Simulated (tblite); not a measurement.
# C2H3FO2: the cost of one run

Computed with tblite 0.8.0 and PySCF 2.14.0; each step states its level. No surroundings beyond the atoms listed, unless a continuum is named. Atoms count from 0, parts from 1.

### 1 Starting point

8 atoms, charge 0, multiplicity 1; geometry: rigid parts in contact. Parts: 1 = atoms 0–4, `CF`, charge 0; 2 = atoms 5–7, `O=C=O`, charge 0.

### 2 Bringing the parts together with GFN2-xTB

Job settings and geometry (Å):

```
{"job": {"kind": "dock", "xc": "GFN2-xTB", "basis": "xTB"}, "charge": 0, "multiplicity": 1, "parts": [{"atoms": "0-4", "charge": 0, "multiplicity": 1}, {"atoms": "5-7", "charge": 0, "multiplicity": 1}]}
C     -0.068853     0.011600    -0.001424
F      1.276096    -0.215071     0.026924
H     -0.423131     0.074788     1.028058
H     -0.541285    -0.821008    -0.523735
H     -0.242826     0.949692    -0.529823
O      4.691333     0.244130     1.260299
C      3.633914     0.388639     1.671196
O      2.576460     0.533256     2.081960
```

Level: GFN2-xTB search for minima from random contacts, gas phase.

Launch:

```bash
> OMP_NUM_THREADS=1 python cluster_run.py task.json out
```

The driver reads the jobs from task.json and runs them one after another.

Q: Estimate the wall time of this first job on 1 thread of AMD EPYC 7R43, shared host.

About 4.3 s.
